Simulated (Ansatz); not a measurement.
Cartesian coordinates in Å:
```
C -1.178 -1.318 -2.414
C -0.175 -1.028 -1.310
C -0.643 0.091 -0.395
C 0.284 0.479 0.766
C -0.383 1.611 1.542
C 1.633 0.967 0.243
C 0.499 -0.704 1.707
H -0.835 -2.124 -3.068
H -1.346 -0.434 -3.036
H -2.145 -1.616 -1.999
H 0.789 -0.766 -1.759
H -0.005 -1.940 -0.729
H -0.823 0.988 -1.002
H -1.619 -0.185 0.026
H -1.353 1.297 1.939
H 0.238 1.929 2.385
H -0.549 2.482 0.901
H 2.180 0.174 -0.273
H 1.505 1.799 -0.456
H 2.261 1.316 1.067
H -0.455 -1.091 2.075
H 1.094 -0.403 2.574
H 1.028 -1.524 1.215
```

The species carries charge 0 and has multiplicity 1.

List the PBE/def2-TZVPP orbital energies in eV (the Gaussian-basis code of Ansatz). (Estimate.)

Computed: Occupied: -269.13, -268.64, -268.58, -268.48, -268.42, -268.42, -268.41, -20.55, -18.98, -16.77, -16.77, -16.55, -14.42, -12.88, -11.40, -11.20, -10.67, -10.58, -9.80, -9.41, -9.35, -8.75, -8.65, -8.57, -8.24, -7.85, -7.45, -7.40, -7.26. Lowest empty: 0.25, 0.94, 1.29, 1.41, 1.72, 1.87, 1.94, 2.46.
